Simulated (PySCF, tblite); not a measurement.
## Complex of Na+ and 2 × methanol

A gas-phase complex of Na+ and 2 × methanol; charge +1, singlet. The structure comes from a short search (6 tight-binding starts) and was relaxed by PBE0-D3(BJ)/def2-SVPD; another way of binding may lie lower. No frequency run checks that it is a minimum.

```tsv
part	name	SMILES	atoms	charge	multiplicity
1	Na+	[Na+]	1	+1	1
2	methanol	CO	2–7	0	1
3	methanol	CO	8–13	0	1
```

```xyz
13

Na   -1.191   -0.396   -2.546
C     2.006    0.041   -2.999
O     0.717    0.656   -2.950
H     2.417    0.068   -4.018
H     1.887   -1.005   -2.693
H     2.701    0.532   -2.305
H     0.809    1.590   -3.158
C    -2.727   -2.430   -0.494
O    -2.579   -1.966   -1.839
H    -3.736   -2.216   -0.114
H    -1.997   -1.893    0.123
H    -2.523   -3.507   -0.425
H    -3.182   -2.458   -2.404
```
Atoms count from 1 in this order.

Contacts between parts, classed by geometry: Na1···O9 2.212 Å (ion contact); Na1···O3 2.216 Å (ion contact).

Interaction energies are complex less parts, with the parts frozen as they stand in it; counterpoise-corrected, in kcal/mol (PySCF).

(1) Give the interaction energy at each level run.

(2) What holds them together? Decompose the wB97M-D3(BJ)/def2-SVPD energy: frozen parts, their antisymmetrised product, then relaxation.

(3) Are the pair energies additive?

The parts were also relaxed and run alone, at the levels used for the complex: shieldings by PBE0/pcSseg-2; core levels by delta-SCF with SCAN, pcX-2 on the ionised atom and pcseg-1 elsewhere, spin-free X2C.

(4) How do these values change when the complex forms?

## Answers

(1) 
```csv
level,interaction,superposition error removed
wB97M-D3(BJ)/def2-SVPD,-50.11,-1.72
PBE0-D3(BJ)/def2-SVPD,-50.30,-1.67
```

(2) electrostatic -50.9, Pauli repulsion +16.2, orbital relaxation -15.4, dispersion correction -1.7 kcal/mol, which sum to the value before the counterpoise correction; the Pauli term holds the exchange-correlation of the frozen density too. Of the attraction, 75 % is electrostatic, 23 % is orbital relaxation, 3 % is dispersion correction.

(3) The pairs sum to -52.45 kcal/mol (1–2 -26.6, 1–3 -26.7, 2–3 0.8); the rest of +2.34 is a many-body weakening.

(4) 
| property | alone | in the complex | change |
| --- | --- | --- | --- |
| shielding of Na1 (ppm) | 623.7 | 582.4 | -41.3 |
| shielding of O9 (ppm) | 328.4 | 337.0 | +8.7 |
| shielding of O3 (ppm) | 328.4 | 337.2 | +8.9 |
| Na1 1s core level (eV) | 1088.42 | 1084.00 | -4.42 |
| O3 1s core level (eV) | 539.00 | 543.99 | +4.98 |
| O9 1s core level (eV) | 539.00 | 544.00 | +4.99 |
